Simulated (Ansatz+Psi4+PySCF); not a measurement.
The numbers below are computed, except where a source is named.
```xyz
2

Na    0.0000    0.0000   -1.4517
Cl    0.0000    0.0000    0.9393
```

Basis set: cc-pCVTZ on Na; cc-pV(T+d)Z on Cl (spherical functions). Correlated methods keep 6 orbitals frozen. Charge 0, multiplicity 1.

Starred EOM-CCSD(T)(a) on the restricted Hartree–Fock determinant with PySCF 2.14.0; the energies are vertical.

Task: The solver was asked for the few lowest roots only. Give the ionization energies of singlet NaCl among them whose weight of singles is over 0.7.

Result:

```json
{"root": "1", "energy (eV)": "9.00", "weight of singles": "0.96"}
{"root": "2", "energy (eV)": "9.00", "weight of singles": "0.96"}
{"root": "3", "energy (eV)": "9.44", "weight of singles": "0.96"}
```

Higher main lines weren't sought.
